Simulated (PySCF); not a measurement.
NO, SMILES [N]=O, multiplicity 2.

Geometry: PBE-D3(BJ)/def2-TZVPD.

Two levels are set side by side: PBE/def2-TZVPD (PySCF) and ωB97X/def2-TZVPD (PySCF). Same geometry, gas phase. Differences are taken from unrounded values.

```json
[
 {"quantity": "α-spin orbital gap (eV)", "ωB97X": "8.68"},
 {"quantity": "β-spin orbital gap (eV)", "ωB97X": "15.89"},
 {"quantity": "dipole moment (D)", "ωB97X": "0.09"}
]
```

Task: What does PBE give, and how far is it from ωB97X? (Estimate from the structure and the level; the computed values follow.)

Result: 
```
quantity                  PBE  PBE minus ωB97X
-----------------------  ----  ---------------
α-spin orbital gap (eV)  0.28            -8.40
β-spin orbital gap (eV)  7.31            -8.57
dipole moment (D)        0.21             0.11
```

Rough cost on one machine, each run with all the roots and properties that it gave: ωB97X against PBE within a factor of 2.
